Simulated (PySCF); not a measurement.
One of the candidates below gave these computed data.

All candidates are C4H6O.

| technique | computed result |
| --- | --- |
| Dipole | 1.66 D [wB97X-D/def2-SVPD] |
| Triplet | lowest triplet excitation (Tamm–Dancoff): 4.63 eV [TDA wB97X-D/def2-SVPD] |
| UV, strongest line | among the 10 lowest singlet transitions: S7 at 7.80 eV (159 nm, f = 0.712) [TDDFT wB97X-D/def2-SVPD] |
| Polarisability | 58.2 au [wB97X-D/def2-SVPD] |
| Couplings | largest of the computed one-bond spin–spin couplings (means over like bonds): 13C–1H +179.6 (×2), 13C–1H +173.1, 13C–1H +149.4 (×2), 13C–13C +109.9, 13C–13C +108.7, 17O–1H -70.4, 13C–13C +48.7, 17O–13C +20.7 Hz [B3LYP/pcJ-1, spin–dipole term left out] |
| Valence photoelectron | vertical ionisation energy: 9.72 eV [ΔSCF wB97X-D/def2-SVPD] |
| 13C NMR | chemical shifts (computed TMS as zero) by class: 212.0 (1 C), 93.1 (1 C), 72.7 (1 C), 69.0 (1 C) ppm [GIAO KT2/pcSseg-2] |
| NMR, other nuclei | isotropic shieldings of nuclei other than C and H, by class: 266 (1 O) ppm [GIAO KT2/pcSseg-2] |
| Rotational structure | rotational constants A, B, C: 20.114, 2.306, 2.273 GHz [PBE0-D3(BJ)/def2-SVP] |

Electronic properties: PySCF, gas phase, density fitting. Levels stand in brackets. Geometry: PBE0-D3(BJ)/def2-SVP, one conformer, isolated molecule. NMR classes are plain means over equivalent atoms (diastereotopic ones count apart unless rotation or inversion swaps them), as if these changed places fast.

Problem. Which candidate is it?
A. `C=C=CCO` (2,3-butadien-1-ol)
B. `CCC=C=O` (ethylketene)
C. `C/C=C/C=O` (2-butenal)

Solution. A. It is `C=C=CCO`. Numbering: `[CH2:1]=[C:2]=[CH:3][CH2:4][OH:5]`. Its formula, C4H6O, gives 2 degrees of unsaturation: 0 rings and 2 π bonds in the structure found. 4 carbons fall into 4 classes; from least to most shielded: central carbon of cumulated double bonds [C2] (212.0 ppm), outer carbon of cumulated double bonds [C3] (93.1 ppm), outer carbon of cumulated double bonds [C1] (72.7 ppm), carbinol carbon (C–OH) [C4] (69.0 ppm). The other shieldings belong to: 266 ppm, alcohol oxygen [O5]. The couplings run between: +179.6 Hz, outer carbon of cumulated double bonds [C1] and its hydrogen (with 1 like pair); +173.1 Hz, outer carbon of cumulated double bonds [C3] and its hydrogen; +149.4 Hz, carbinol carbon (C–OH) [C4] and its hydrogen (with 1 like pair); +109.9 Hz, outer carbon of cumulated double bonds [C1] and central carbon of cumulated double bonds [C2]; +108.7 Hz, central carbon of cumulated double bonds [C2] and outer carbon of cumulated double bonds [C3]; -70.4 Hz, alcohol oxygen [O5] and its hydrogen; +48.7 Hz, outer carbon of cumulated double bonds [C3] and carbinol carbon (C–OH) [C4]; +20.7 Hz, alcohol oxygen [O5] and carbinol carbon (C–OH) [C4]. The first electron is taken from the HOMO, whose largest Löwdin shares are 0.29 on an outer carbon of cumulated double bonds, 0.27 on the central carbon of cumulated double bonds, 0.16 on the alcohol oxygen and 0.11 on an outer carbon of cumulated double bonds. The optimised geometry has point group C1 and is an asymmetric top.

The others, at the same levels:
- `CCC=C=O` fails: its computed vertical ionisation energy is 8.97 eV (against 9.72 eV), lowest triplet excitation (Tamm–Dancoff) is 3.29 eV (against 4.63 eV) and strongest line among the 10 lowest singlet transitions is S8 at 8.92 eV (139 nm, f = 0.138) (against S7 at 7.80 eV).
- `C/C=C/C=O` fails: its computed lowest triplet excitation (Tamm–Dancoff) is 3.42 eV (against 4.63 eV), strongest line among the 10 lowest singlet transitions is S2 at 6.20 eV (200 nm, f = 0.552) (against S7 at 7.80 eV) and static isotropic polarisability is 56.6 au (against 58.2 au).

Each candidate is one conformer, not necessarily the lowest. Dipoles, sizes and rotational constants follow the conformer. The torsions of the flexible species, by atom-mapped SMILES:
- `[CH2:1]=[C:2]=[CH:3][CH2:4][OH:5]`: C2–C3–C4–O5 -123°, H–O5–C4–C3 58°
- `[CH3:1][CH2:2][CH:3]=[C:4]=[O:5]`: C1–C2–C3–C4 114°
- `[CH3:1]/[CH:2]=[CH:3]/[CH:4]=[O:5]`: C2–C3–C4–O5 -178°
